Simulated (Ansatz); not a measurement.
# C₂H₅FO₂: geometry optimisation

Aim: relax C₂H₅FO₂ at this level.

Computed with Ansatz 0.2.0. Level: RKS PBE0-D4/def2-SVPD.

## 1. Where the work starts

10 atoms, charge 0, spin multiplicity 1.

Atoms are counted from 1 here; the program's logs count them from 0.

Bond lengths: F1–H2 0.960 Å, C3–O4 1.450 Å, C3–H7 1.106 Å, C3–H8 1.101 Å, C3–H9 1.106 Å, O4–C5 1.329 Å, C5–O6 1.223 Å, C5–H10 1.112 Å. Angles: O4–C3–H7 110.1°, O4–C3–H8 105.3°, O4–C3–H9 110.2°, H7–C3–H8 110.9°, H7–C3–H9 109.2°, H8–C3–H9 111.0°, C3–O4–C5 117.3°, O4–C5–O6 126.7°, O4–C5–H10 110.1°, O6–C5–H10 123.1°.

Coordinates:

```
F    -0.1957    1.2179   -2.2539
H    -0.4589    0.4278   -1.7770
C     0.6435    0.6372    0.7935
O     0.1079   -0.6634    1.1462
C    -0.6056   -1.2996    0.2228
O    -0.8613   -0.9033   -0.9054
H    -0.1800    1.3332    0.5475
H     1.1934    0.9774    1.6850
H     1.3184    0.5486   -0.0781
H    -0.9619   -2.2760    0.6194
```

## 2. Relaxation

The input, input.yaml:

```yaml
crystal:
  periodic: [false, false, false]
  atoms:
    - { symbol: F, position_ang: [-0.195664, 1.217911, -2.253933] }
    - { symbol: H, position_ang: [-0.458929, 0.427844, -1.776965] }
    - { symbol: C, position_ang: [0.643529, 0.637238, 0.793498] }
    - { symbol: O, position_ang: [0.107937, -0.663441, 1.146191] }
    - { symbol: C, position_ang: [-0.605614, -1.299602, 0.222789] }
    - { symbol: O, position_ang: [-0.861314, -0.903271, -0.905426] }
    - { symbol: H, position_ang: [-0.180022, 1.333211, 0.547494] }
    - { symbol: H, position_ang: [1.193439, 0.977383, 1.685041] }
    - { symbol: H, position_ang: [1.318397, 0.548642, -0.078066] }
    - { symbol: H, position_ang: [-0.961859, -2.276017, 0.619378] }
basis:
  gaussian: { orbitals: def2-SVPD }
hamiltonian:
  xc: pbe0
  dispersion: d4
output:
  forces: true
relax:
  f_tol: 0.003
  max_steps: 120
```

On the command line:

```sh
$ ansatz run input.yaml --threads 1 --pin off --max-ram 2560MiB --backend cpu --events-out ev --progress --plain --runs-dir out
```

Q: Predict the outcome of this session. Wanted: energy gained; root mean square move; dipole moment.

**Answer**, as computed:

| quantity | value |
| --- | --- |
| energy gained | 0.0347 eV |
| root mean square move | 0.024 Å |
| dipole moment | 3.99 D |

In words: Bond lengths: F1–H2 0.943 Å, C3–O4 1.431 Å, C3–H7 1.097 Å, C3–H8 1.093 Å, C3–H9 1.097 Å, O4–C5 1.312 Å, C5–O6 1.209 Å, C5–H10 1.104 Å. Angles: O4–C3–H7 110.3°, O4–C3–H8 105.7°, O4–C3–H9 110.3°, H7–C3–H8 110.7°, H7–C3–H9 109.1°, H8–C3–H9 110.7°, C3–O4–C5 117.6°, O4–C5–O6 126.3°, O4–C5–H10 110.6°, O6–C5–H10 123.1°. No frequencies were computed here.
